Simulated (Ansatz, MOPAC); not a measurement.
Species: NH4, charge 1, multiplicity 1. SMILES: [NH4+]

Atoms: N1, H2, H3, H4, H5. Bonds: N1-H2, N1-H3, N1-H4, N1-H5.

Bond lengths (Å) and angles (degrees) optimised at PM7 with MOPAC; B3LYP/LANL2DZ with Ansatz (a program for electronic structure); B3LYP/6-31G* with Ansatz, each started from the B3LYP-D3(BJ)/def2-TZVP structure (Ansatz) of the last column. A row stands for all coordinates that are equal there. 6-31G* holds six Cartesian d functions. No wavenumbers were computed at B3LYP/LANL2DZ, so these may be saddle points.

```
coordinate    PM7  B3LYP/LANL2DZ  B3LYP/6-31G*  B3LYP-D3(BJ)/def2-TZVP
----------  -----  -------------  ------------  ----------------------
N1-H2       1.029          1.031         1.029                   1.025
H2-N1-H3    109.5          109.5         109.5                   109.5
```

Mean signed difference of all 4 bond lengths from B3LYP-D3(BJ)/def2-TZVP: PM7 0.004 Å, B3LYP/LANL2DZ 0.006 Å, B3LYP/6-31G* 0.004 Å.
